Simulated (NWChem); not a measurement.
The numbers come from NWChem runs, not from measurements. System: C$_{2}$H$_{6}$S, charge 0, spin multiplicity 1, displaced from the optimised geometry. Level: RHF/cc-pVDZ, spin-restricted.

Job file:

```
start mol
memory heap 200 mb stack 900 mb global 1100 mb
geometry units angstroms nocenter noautoz noautosym
  C     -1.482767     0.769457    -0.251615
  C     -0.545479    -0.416862    -0.445263
  S      1.073085    -0.261959     0.414045
  H     -2.451509     0.583137    -0.746188
  H     -1.057834     1.689560    -0.684892
  H     -1.669445     0.957256     0.816867
  H     -0.982302    -1.334659    -0.020484
  H     -0.365829    -0.617406    -1.513050
  H      1.867483     1.592757    -0.828013
end
basis spherical
  * library cc-pvdz
end
scf
  rhf
  nopen 0
  maxiter 100
  thresh 1e-7
  semidirect memsize 60000000 filesize 0
end
task scf energy
```

NWChem printed:

```
             Northwest Computational Chemistry Package (NWChem) 7.3.0
             --------------------------------------------------------

                                NWChem Input Module
                                -------------------

 Scaling coordinates for geometry "geometry" by  1.889725989
 (inverse scale =  0.529177249)

                             Geometry "geometry" -> ""
                             -------------------------

 Output coordinates in angstroms (scale by  1.889725989 to convert to a.u.)

  No.       Tag          Charge          X              Y              Z
 ---- ---------------- ---------- -------------- -------------- --------------
    1 C                    6.0000    -1.48276700     0.76945700    -0.25161500
    2 C                    6.0000    -0.54547900    -0.41686200    -0.44526300
    3 S                   16.0000     1.07308500    -0.26195900     0.41404500
    4 H                    1.0000    -2.45150900     0.58313700    -0.74618800
    5 H                    1.0000    -1.05783400     1.68956000    -0.68489200
    6 H                    1.0000    -1.66944500     0.95725600     0.81686700
    7 H                    1.0000    -0.98230200    -1.33465900    -0.02048400
    8 H                    1.0000    -0.36582900    -0.61740600    -1.51305000
    9 H                    1.0000     1.86748300     1.59275700    -0.82801300

 Effective nuclear repulsion energy (a.u.)     103.1443371853

            Nuclear Dipole moment (a.u.)
            ----------------------------
        X                 Y               Z
 ---------------- ---------------- ----------------
     0.6433534334     1.5020883863    -1.0059162615


 Summary of "ao basis" -> "" (spherical)
 ------------------------------------------------------------------------------
       Tag                 Description            Shells   Functions and Types
 ---------------- ------------------------------  ------  ---------------------
 *                          cc-pvdz                   on all atoms

 Summary of "ao basis" -> "ao basis" (spherical)
 ------------------------------------------------------------------------------
       Tag                 Description            Shells   Functions and Types
 ---------------- ------------------------------  ------  ---------------------
 C                          cc-pvdz                  6       14   3s2p1d
 S                          cc-pvdz                  8       18   4s3p1d
 H                          cc-pvdz                  3        5   2s1p

                                 NWChem SCF Module
                                 -----------------

  ao basis        = "ao basis"
  functions       =    76
  atoms           =     9
  closed shells   =    17
  open shells     =     0
  charge          =   0.00
  wavefunction    = RHF
  use symmetry    = F
  symmetry adapt  = F

 Summary of "ao basis" -> "ao basis" (spherical)
 ------------------------------------------------------------------------------
       Tag                 Description            Shells   Functions and Types
 ---------------- ------------------------------  ------  ---------------------
 C                          cc-pvdz                  6       14   3s2p1d
 S                          cc-pvdz                  8       18   4s3p1d
 H                          cc-pvdz                  3        5   2s1p

 Forming initial guess at       0.0s

      Superposition of Atomic Density Guess
      -------------------------------------

 Sum of atomic energies:        -475.80553807

      Non-variational initial energy
      ------------------------------

 Total energy =    -477.039712
 1-e energy   =    -857.944575
 2-e energy   =     277.760525
 HOMO         =      -0.272563
 LUMO         =      -0.127734

 Starting SCF solution at       0.9s

 ----------------------------------------------
         Quadratically convergent ROHF

 Convergence threshold     :          1.000E-07
 Maximum no. of iterations :          100
 Final Fock-matrix accuracy:          1.000E-09
 ----------------------------------------------

              iter       energy          gnorm     gmax       time
             ----- ------------------- --------- --------- --------
                 1     -476.5519623038  6.55D-01  2.66D-01      1.0
                 2     -476.6055830140  3.13D-01  9.64D-02      1.0
                 3     -476.6162319576  1.94D-02  4.47D-03      1.1
                 4     -476.6162965990  2.14D-04  1.05D-04      1.2
                 5     -476.6162966217  6.70D-08  2.93D-08      1.6

       Final RHF  results
       ------------------

         Total SCF energy =   -476.616296621693
      One-electron energy =   -859.926878627017
      Two-electron energy =    280.166244820037
 Nuclear repulsion energy =    103.144337185287

        Time for solution =      0.7s

             Final eigenvalues
             -----------------

              1
    1  -91.9969
    2  -11.2811
    3  -11.2397
    4   -8.9916
    5   -6.6726
    6   -6.6714
    7   -6.6687
    8   -1.0679
    9   -0.9262
   10   -0.8033
   11   -0.6308
   12   -0.5890
   13   -0.5425
   14   -0.5134
   15   -0.4665
   16   -0.3691
   17   -0.3666
   18   -0.0166
   19    0.1729
   20    0.2172
   21    0.2302
   22    0.2349
   23    0.2677
   24    0.2728
   25    0.3671
   26    0.5612
   27    0.5713

                       ROHF Final Molecular Orbital Analysis
                       -------------------------------------

 Vector   15  Occ=2.000000D+00  E=-4.664802D-01
              MO Center=  4.7D-02, -9.6D-02,  1.7D-03, r^2= 3.3D+00
   Bfn.  Coefficient  Atom+Function         Bfn.  Coefficient  Atom+Function
  ----- ------------  ---------------      ----- ------------  ---------------
    36      0.338870  3 S  px                18     -0.277284  2 C  px
    39      0.229112  3 S  px                38      0.202997  3 S  pz
    32      0.201767  3 S  s                 47     -0.199178  4 H  s
     4      0.172791  1 C  px                21     -0.156343  2 C  px

 Vector   16  Occ=2.000000D+00  E=-3.690884D-01
              MO Center=  1.4D+00,  5.9D-01, -2.0D-01, r^2= 2.8D+00
   Bfn.  Coefficient  Atom+Function         Bfn.  Coefficient  Atom+Function
  ----- ------------  ---------------      ----- ------------  ---------------
    73      0.366194  9 H  s                 40      0.349991  3 S  py
    37      0.319856  3 S  py                72      0.303718  9 H  s

 Vector   17  Occ=2.000000D+00  E=-3.665552D-01
              MO Center=  9.4D-01, -2.0D-01,  3.0D-01, r^2= 2.0D+00
   Bfn.  Coefficient  Atom+Function         Bfn.  Coefficient  Atom+Function
  ----- ------------  ---------------      ----- ------------  ---------------
    41      0.403095  3 S  pz                38      0.397685  3 S  pz
    37      0.273410  3 S  py                40      0.267074  3 S  py
    39     -0.238703  3 S  px                36     -0.232430  3 S  px

 Vector   18  Occ=0.000000D+00  E=-1.663872D-02
              MO Center=  1.4D+00,  6.2D-01, -2.1D-01, r^2= 3.3D+00
   Bfn.  Coefficient  Atom+Function         Bfn.  Coefficient  Atom+Function
  ----- ------------  ---------------      ----- ------------  ---------------
    73      0.601186  9 H  s                 40     -0.442867  3 S  py
    41      0.300832  3 S  pz                37     -0.296631  3 S  py
    72      0.297640  9 H  s                 38      0.196082  3 S  pz
    39     -0.183242  3 S  px

 Vector   19  Occ=0.000000D+00  E= 1.728726D-01
              MO Center= -8.7D-01, -3.7D-01, -3.9D-01, r^2= 5.6D+00
   Bfn.  Coefficient  Atom+Function         Bfn.  Coefficient  Atom+Function
  ----- ------------  ---------------      ----- ------------  ---------------
    17      1.661706  2 C  s                  3      1.125507  1 C  s
    63     -0.991177  7 H  s                 68     -0.782665  8 H  s
    48     -0.581209  4 H  s                 58     -0.526779  6 H  s
    22     -0.441740  2 C  py                53     -0.437960  5 H  s
    39      0.351375  3 S  px                32     -0.306105  3 S  s

 Vector   20  Occ=0.000000D+00  E= 2.171959D-01
              MO Center= -1.1D+00,  3.9D-01, -2.5D-01, r^2= 6.5D+00
   Bfn.  Coefficient  Atom+Function         Bfn.  Coefficient  Atom+Function
  ----- ------------  ---------------      ----- ------------  ---------------
     3      1.816222  1 C  s                 17     -1.214699  2 C  s
    48     -1.219423  4 H  s                 39     -0.702703  3 S  px
    32      0.608315  3 S  s                 53     -0.566206  5 H  s
    58     -0.534417  6 H  s                 21     -0.376668  2 C  px
    41     -0.343905  3 S  pz                68      0.309634  8 H  s

 center of mass
 --------------
 x =   0.16069630 y =  -0.03812187 z =   0.05717089

 moments of inertia (a.u.)
 ------------------
         119.653176443707          71.955078883563         -77.336905596406
          71.955078883563         336.413228608525          16.793481451644
         -77.336905596406          16.793481451644         361.303468781392

  Mulliken analysis of the total density
  --------------------------------------

    Atom       Charge   Shell Charges
 -----------   ------   -------------------------------------------------------
    1 C    6     6.04   2.00  0.65  0.41  2.02  0.90  0.06
    2 C    6     6.18   2.00  0.65  0.52  1.98  0.94  0.08
    3 S   16    16.05   2.00  2.01  0.94  0.97  6.00  2.13  1.95  0.06
    4 H    1     0.96   0.75  0.18  0.03
    5 H    1     0.95   0.75  0.18  0.03
    6 H    1     0.95   0.75  0.17  0.03
    7 H    1     0.92   0.74  0.15  0.03
    8 H    1     0.92   0.75  0.14  0.03
    9 H    1     1.03   0.43  0.60  0.00

       Multipole analysis of the density wrt the origin
       ------------------------------------------------

     L   x y z        total         open         nuclear
     -   - - -        -----         ----         -------
     0   0 0 0     -0.000000      0.000000     34.000000

     1   1 0 0     -0.717816      0.000000      0.643353
     1   0 1 0     -0.113039      0.000000      1.502088
     1   0 0 1     -0.283738      0.000000     -1.005916

     2   2 0 0    -22.062042      0.000000    171.065591
     2   1 1 0      0.950648      0.000000    -36.719327
     2   1 0 1     -0.084971      0.000000     39.360659
     2   0 2 0    -20.738035      0.000000     51.792463
     2   0 1 1     -0.833181      0.000000    -10.538320
     2   0 0 2    -21.211322      0.000000     32.071151

 Task  times  cpu:        1.6s     wall:        1.6s

 Total times  cpu:        1.6s     wall:        1.6s
```
